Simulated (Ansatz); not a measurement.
Relaxation of B2H4S (7 atoms, charge 0, multiplicity 1), to a largest force component of 0.015 eV/Å in at most 40 steps.

The calculation used RHF/def2-SVP (Ansatz).

```xyz
7
Properties=species:S:1:pos:R:3
B -0.637 0.564 -0.650
B -0.060 0.014 0.772
S 1.296 -1.127 0.878
H -1.486 0.011 -1.242
H -0.215 1.525 -1.175
H -0.467 0.304 1.836
H 1.385 -1.268 2.201
```

Problem. Where does it end, and by what steps?

Solution. It converged. After 4 steps the energy has fallen by 0.116 eV; H6 moved furthest, 0.09 Å.

```csv
step,energy less start (eV),largest force component (eV/Å),accepted
0,0.0000,1.043,yes
1,-0.1009,0.416,yes
2,-0.1063,0.291,yes
3,-0.1161,0.037,yes
4,-0.1163,0.004,yes
```

```xyz
7
Properties=species:S:1:pos:R:3
B -0.636 0.564 -0.681
B -0.041 -0.004 0.803
S 1.333 -1.161 0.891
H -1.529 0.000 -1.257
H -0.211 1.570 -1.184
H -0.535 0.362 1.834
H 1.434 -1.307 2.214
```

Whether the end is a true minimum wasn't checked by a vibrational analysis.

The run took 2.7 s on 1 thread of Intel(R) Xeon(R) 6975P-C (Granite Rapids) (shared host), peak memory 0.12 GiB.
